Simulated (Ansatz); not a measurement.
**Li2ZrP2: from a trial structure to a relaxed crystal**

The calculation used DFT PBE, scalar-relativistic, plane waves, PAW in Ansatz. Cutoff 420 eV, Γ-centred k mesh, Gaussian smearing, no spin polarisation in the final step.

The start puts Li2ZrP2 on the ThCr2Si2 structure type (I4/mmm, No. 139), with Zr in place of Th, Li in place of Cr, P in place of Si, at a guessed volume.

```
Li Zr P
1.0
    -1.91264    1.91264    5.01832
     1.91264   -1.91264    5.01832
     1.91264    1.91264   -5.01832
Li Zr P
2 1 2
Cartesian
  1.9126 0.0000 2.5092
  0.0000 1.9126 2.5092
  0.0000 0.0000 0.0000
  0.0000 0.0000 6.2829
  0.0000 0.0000 3.7537
```

Cell and atoms relax at zero pressure; the relaxation can't lower the symmetry of the start. After a coarse first stage the cell is made exact in the group found at 0.06 Å.

Formation energies are uncorrected and refer to the elements' standard structures at the same level.

**Question.** Which crystal results?

**Answer.** It keeps I4/mmm (No. 139). The result still has the ThCr2Si2 structure. Conventional cell: a = 3.635 Å, c = 11.177 Å. Around Li lie 4 P at 2.45 Å and 4 Li at 2.57 Å; Zr is coordinated by 8 P at 2.82 Å (next Li at 3.33 Å); P has 1 P at 2.31 Å, 4 Li at 2.45 Å and 4 Zr at 2.82 Å.

```xyz
5
Lattice="-1.8177 1.8177 5.5886 1.8177 -1.8177 5.5886 1.8177 1.8177 -5.5886" Properties=species:S:1:pos:R:3 pbc="T T T"
Li    1.8177    0.0000    2.7943
Li    0.0000    1.8177    2.7943
Zr    0.0000    0.0000    0.0000
P     0.0000    0.0000    6.7458
P     0.0000    0.0000    4.4314
```

**Question.** What are its volume, energy, density and gap?

**Answer.** The volume per atom is 14.77 Å³, the density is 3.76 g/cm³ and the energy over the elements is -0.75 eV/atom. The gap on the 14×14×14 mesh is 0 eV (a metal).

The final run used a 14×14×14 mesh on its 5-atom cell and 0.10 eV smearing. For metals, differences of a few meV/atom aren't resolved. A structure relaxed within its symmetry needn't be a true minimum. The steps took of the order of 3 core-minutes in all.